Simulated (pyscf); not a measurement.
Thermochemistry of product channels of H₃Si–O–PH₂ + SiH₄ on the singlet surface, in eV, from ωB97M-D3(BJ)/def2-TZVP energies (ideal gas, 1 atm, RRHO with modes under 100 cm⁻¹ raised to 100, one conformer, R ln 2 for chiral ones without a mode under 150 cm⁻¹). Optimised with ωB97X-D3(BJ)/def2-SVP in PySCF.

```json
[
 {"products": "PH₃ + H₃Si–O–SiH₃", "ΔE": "…", "ΔH(298 K)": "-1.09", "ΔG(298 K)": "-1.14", "ΔG(600 K)": "…"},
 {"products": "H₃Si–O–PH–SiH₃ + H₂", "ΔE": "+0.21", "ΔH(298 K)": "+0.14", "ΔG(298 K)": "+0.21", "ΔG(600 K)": "+0.25"}
]
```

Some entries are withheld; supply them.


- PH₃ + H₃Si–O–SiH₃, ΔE: -1.11
- PH₃ + H₃Si–O–SiH₃, ΔG(600 K): -1.19

These are energies of the channels, which say nothing of barriers. H₃Si–O–PH₂ lies 0.25 eV over its isomer HO–SiH₂–PH₂ (electronic energy, ωB97M-D3(BJ)/def2-TZVP). H₃Si–O–PH–SiH₃ lies 1.28 eV over its isomer H₃Si–O–SiH₂–PH₂ (electronic energy, ωB97M-D3(BJ)/def2-TZVP).
